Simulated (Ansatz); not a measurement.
Results of PBE0 (Ansatz, a quantum-chemistry and plane-wave program, PAW) for fluorite CeO₂.

Run with plane-wave cutoff 460 eV, 8×8×8 k mesh, Fermi–Dirac smearing 0.01 eV, no spin polarisation, scalar-relativistic PAW data made under PBE.

Computed at the level's own relaxed cell.

### Question
Estimate the volume per atom, pressure derivative B′ of the bulk modulus, bulk modulus B0, smallest direct gap on the k points sampled, band gap and direct gap at Γ that the calculation returns.

### Answer

- volume per atom = 13.09 Å³/atom
- pressure derivative B′ of the bulk modulus = 4.3
- bulk modulus B0 = 209 GPa
- smallest direct gap on the k points sampled = 4.55 eV
- band gap = 4.39 eV
- direct gap at Γ = 5.56 eV

Measured, for comparison: band gap 3 eV (temperature not stated, no zero-point or thermal correction, O 2p to Ce 4f, our sources range from 3.00 to 3.20; as tabulated in Tran et al. (2019), arXiv:1908.01820); equilibrium volume per atom 13.06 Å³/atom (0 K, extrapolated to 0 K; as tabulated in Stimac et al. (2024), arXiv:2411.06536); bulk modulus 220 ± 9 GPa (room temperature, no zero-point or thermal correction, our sources range from 220 to 230; as tabulated in High Pressure Brillouin Spectroscopy and X-ray Diffraction of Cerium Dioxide …). Computed (rounded) less measured: equilibrium volume per atom +0.2 %, bulk modulus -5 % (-5 % to -9 % over the range).

Spin–orbit coupling is not included.

The result took very roughly 21 core-minutes.
